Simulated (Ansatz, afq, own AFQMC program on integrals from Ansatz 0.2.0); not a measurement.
# Where AFQMC and coupled cluster stand for SiH$_{3}$⁻, singlet

```xyz
4

Si    0.0000    0.0000   -0.0804
H     1.3052   -0.0002    0.7466
H    -0.6524    1.1304    0.7466
H    -0.6528   -1.1302    0.7466
```

Basis 6-31++G**. Only valence electrons are correlated. Integrals, coupled cluster, full CI and functionals: Ansatz 0.2.0; the random walks run on the same integrals in our own AFQMC program. ph-AFQMC/CISD is guided by a CISD state made of CCSD amplitudes; releasing the constraint for a short imaginary time cuts its bias at the price of noise, slowly where states lie close. Free projection: walkers drawn from exp(T), propagated without any constraint. Its projection time is finite, and what remains of the start isn't in its error. Error bars are statistical, one sigma.

Determinant: RHF, the one that the program's search chose, which needn't be the lowest solution. The geometry is a point of a scan.

No full CI on the walks' own integrals is used here; CCSDT(Q) serves as the reference and is uncertain by about the last step of the cluster series.

```
T1 diagnostic                               : 0.0120
weight of the determinant in the CISD state : 0.916
size of the correlated space                : 8 electrons in 36 orbitals
```

| level | correlation energy (eV) |
| --- | --- |
| MP2 | -2.9777 |
| CCSD | -3.6789 |
| CCSD(T) | -3.7614 |

(1) Estimate where phaseless AFQMC with a CISD trial lies against CCSD(T) on the same integrals.

(1) 16.0 ± 4.9 meV below CCSD(T).

Reference: CCSDT(Q), correlation energy -3.781 eV. The released energy is read at 2.40 1/Eh (meV from the phaseless value at times in 1/Eh: 1 ± 5 at 0.24, 0 ± 7 at 0.51, -5 ± 5 at 0.99, -5 ± 5 at 1.62, -5 ± 5 at 2.40).

```json
{"level": "CCSD(T)", "E − E(reference) (meV)": "19.4", "share of correlation (%)": "99.49"}
{"level": "CCSDT", "E − E(reference) (meV)": "2.4", "share of correlation (%)": "99.94"}
{"level": "ph-AFQMC/CISD", "E − E(reference) (meV)": "3.4 ± 4.9", "share of correlation (%)": "99.91"}
{"level": "released AFQMC", "E − E(reference) (meV)": "-1.3 ± 5.0", "share of correlation (%)": "100.03"}
{"level": "free AFQMC", "E − E(reference) (meV)": "4.8 ± 9.2", "share of correlation (%)": "99.87"}
```

Free projections are given only where their last times agree within the noise and don't stop above the reference; a slow remainder of the start can still hide under it. A walk keeps the symmetry of its determinant, which the program's search chose and which needn't be the lowest solution, so a lower state of the same spin and another symmetry isn't excluded. Released energies are given only where the last usable release times agree within the noise; a slower fall can still hide under it.
